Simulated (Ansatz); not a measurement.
We consider rutile MnO₂, described by PBEsol-D3(BJ) (plane waves, PAW; Ansatz, a first-principles code).

Input:

Ansatz 0.2 input:
```yaml
crystal:
  lattice:
    - [4.4132187107, 0.0000003719, 0.0]
    - [0.0000003719, 4.4132187107, 0.0]
    - [0.0, 0.0, 2.8591975275]
  atoms:
    - { symbol: Mn, position: [0.0, 0.0, 0.0], spin: 3.0 }
    - { symbol: Mn, position: [0.5, 0.5, 0.5], spin: -3.0 }
    - { symbol: O, position: [0.303222132, 0.303222132, 0.0], spin: 0.0 }
    - { symbol: O, position: [0.8032220651, 0.1967779349, 0.5], spin: 0.0 }
    - { symbol: O, position: [0.1967779349, 0.8032220651, 0.5], spin: 0.0 }
    - { symbol: O, position: [0.696777868, 0.696777868, 0.0], spin: 0.0 }
basis:
  ecutwfc: 520
  ecutrho_ratio: 4
  xc_grid: 2
kpoints:
  mp_grid: { grid: [8, 8, 12] }
hamiltonian:
  xc: pbesol
  dispersion: d3bj
  pseudopotentials: { kind: paw }
scf:
  occupations: { method: fermi_dirac, width: 0.01 }
output:
  forces: true
  stress: true
  eigenvalues: true
magnetization:
  spin_polarized: true
relax:
  f_tol: 0.004
  escape_saddle: false
  max_steps: 80
  cell: { stress_tol: 0.02, fix: [volume] }
```

The run printed, among other lines:

```
Relaxation: its limit of steps is 80 (relax.max_steps)
Crystal: 6 atoms, lattice volume = 55.687 Å³
Basis set: ecut = 520 eV, 1487 PW (Γ), exchange–correlation on 72×72×48 points (8 copies of the dense FFT grid, shifted against one another)
Bands: 36, of which v1, the nominal top of the filled ones, is band 27 counted from 1 (26 counted from 0)
Symmetry: 8 space group operations
Space group: Cmmm (ITA 65), of the structure as read, at distance tolerance 3.8e-5 Å
k-points: 147 of 768
Initial density: superposition of atomic densities (chi_scale 0.1, normalization cell, long waves kept (reshape's long-wave potential 0.00 eV rms))
Functional: x = pbesol(κ = 0.804, μ = 0.12345679012345678), c = pbesol(β = 0.046)
spin=Collinear: Kerker preconditioning applied to the charge; magnetization (m = ρ↑ − ρ↓) channel mixes plain (no charge-response kernel on spin).
SCF 1 converged in 13 iterations: F = -9981.932472 eV  dr2 = 1.54e-8
Crystal: 6 atoms, lattice volume = 55.687 Å³
Initial density: handed on by an earlier stage of this run
spin=Collinear: Kerker preconditioning applied to the charge; magnetization (m = ρ↑ − ρ↓) channel mixes plain (no charge-response kernel on spin).
SCF 2 converged in 6 iterations: F = -9981.934128 eV  dr2 = 1.99e-7
Crystal: 6 atoms, lattice volume = 55.687 Å³
Basis set: ecut = 520 eV, 1519 PW (Γ), exchange–correlation on 72×72×48 points (8 copies of the dense FFT grid, shifted against one another)
spin=Collinear: Kerker preconditioning applied to the charge; magnetization (m = ρ↑ − ρ↓) channel mixes plain (no charge-response kernel on spin).
SCF 3 converged in 7 iterations: F = -9981.935482 eV  dr2 = 4.86e-7
Crystal: 6 atoms, lattice volume = 55.687 Å³
spin=Collinear: Kerker preconditioning applied to the charge; magnetization (m = ρ↑ − ρ↓) channel mixes plain (no charge-response kernel on spin).
SCF 4 converged in 7 iterations: F = -9981.935490 eV  dr2 = 8.71e-9
Crystal: 6 atoms, lattice volume = 55.687 Å³
spin=Collinear: Kerker preconditioning applied to the charge; magnetization (m = ρ↑ − ρ↓) channel mixes plain (no charge-response kernel on spin).
SCF 5 converged in 6 iterations: F = -9981.935487 eV  dr2 = 8.54e-13
SCF converged after 6 iterations
Magnetization: 0.0000 μB (27.0000 up, 27.0000 down)
Free energy (F): -9981.935487 eV
Internal energy: -9981.935044 eV  (E = F + TS)
E sigma→0 (E₀):  -9981.935265 eV
Fermi energy:    10.725945 eV
--- Forces (eV/Å), atoms counted from 1 ---
  atom   1  Mn     0.00000000     0.00000000     0.00000000
  atom   2  Mn    -0.00000000    -0.00000000    -0.00000000
  atom   3  O     -0.00057899    -0.00057899    -0.00000000
  atom   4  O     -0.00060837     0.00060837    -0.00000000
  atom   5  O      0.00060837    -0.00060837     0.00000000
  atom   6  O      0.00057899     0.00057899     0.00000000
--- Stress (GPa, compression-positive) ---
       -9.149041      -0.001216       0.000000
       -0.001216      -9.149041       0.000000
        0.000000       0.000000      -9.171747
  P = ⅓ Tr σ = -9.1566 GPa (-91.566 kbar)
```

The cell is one volume of an energy–volume scan, off the minimum.

The PAW data were made under PBE.

The run is spin-polarised with opposed starting moments, which need not be the measured order.

Note: the gap of the solid is closed in this run. Note: the run finds no gap at this volume, although the solid has one.
